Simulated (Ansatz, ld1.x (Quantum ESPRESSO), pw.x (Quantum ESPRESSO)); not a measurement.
From atom to crystal: TM potential for Ba

```
Element                 : barium
Generator               : ld1.x (Quantum ESPRESSO) 7.5
Type                    : norm-conserving Troullier–Martins (Kleinman–Bylander form)
Functional              : PBEsol
Relativity              : scalar-relativistic
Frozen core             : [Xe]
Valence charge          : 2
Reference configuration : 5d0 6s2 6p0
Partial waves           : 6s (bound): rc 3.85 bohr; 6p (bound, empty): rc 4.05 bohr; 5d (bound, empty): rc 3.10 bohr
Local potential         : all-electron potential smoothed inside 3.70 bohr (lloc = -1)
Core correction         : none
```

Atomic tests: cutoffs needed: 6 Ry and 6 Ry (the cutoffs (Ry, on a coarse ladder) from which the occupation-weighted sum of valence levels, in a spherical-Bessel basis at the reference potential, stays within 10 and 1 mRy of its value at 400 Ry); ghost test: ghost state, extra bound levels that the all-electron valence spectrum of the same l lacks: s at -0.73 eV; a true bound ghost makes a file unfit for plane-wave use (spherical-Bessel basis up to 400 Ry, 20 bohr box); configuration tests: 1 of 7 tests not solved or not reliable.

Crystal test: sc Ba in pw.x 7.5, no spin, 9³ k-points, Fermi–Dirac smearing 0.01 Ry, cutoffs 35/140 Ry. The reference is all-electron LAPW (Ansatz 0.2.0) with the same functional, mesh and smearing; V0 and B0 come from Birch–Murnaghan fits to the pressures at five volumes. Errors are pseudo minus all-electron; Δ is the rms difference of the E(V) curves that follow from these fits, minima aligned, over ±6 % about the mean V0. Mesh and smearing are coarse, so the numbers serve the comparison and aren't converged zero-temperature values; the lattice is a test structure that the element need not adopt.

```tsv
V (Å³/atom)	P all-electron (GPa)	P pseudo (GPa)
52.853	0.46	-1.60
54.244	0.23	-1.61
55.635	0.03	-1.63
57.026	-0.15	-1.66
58.417	-0.31	-1.68
```

All-electron: a0 = 3.823 Å (V0 = 55.86 Å³/atom), B0 = 7.5 GPa.

Pseudopotential: mean pressure error (GPa): -1.69. The pressure does not cross zero within the volumes sampled, so no fit is given. The largest radius (4.05 bohr) exceeds half the bond length (3.61 bohr), so the spheres overlap, which is one possible source of error among others. This is a poor potential for the solid. Note: ghost state, extra bound levels that the all-electron valence spectrum of the same l lacks: s at -0.73 eV. A true bound ghost makes a file unfit for plane-wave use. Atomic configuration tests: 1 of 7 tests not solved or not reliable. The logarithmic derivative shows an extra or strongly shifted pseudo pole above the reference energy (s near -0.05 Ry, p near 0.39 Ry).

Problem. At the middle volume, how do free energy and pressure move when the wave cutoff is lowered (ecutrho kept at four times it)?

Solution.

```json
{"cutoff (Ry)": "16", "shift of F (meV/atom)": "+1.1", "shift of P (GPa)": "+0.00"}
{"cutoff (Ry)": "21", "shift of F (meV/atom)": "+0.5", "shift of P (GPa)": "-0.00"}
{"cutoff (Ry)": "28", "shift of F (meV/atom)": "+0.0", "shift of P (GPa)": "+0.00"}
```

The run at the middle volume (35 k-points, 9 iterations) took about 3.7 s on one core of a shared host (Neoverse-V2, 96 threads, 742 GiB, load 52).
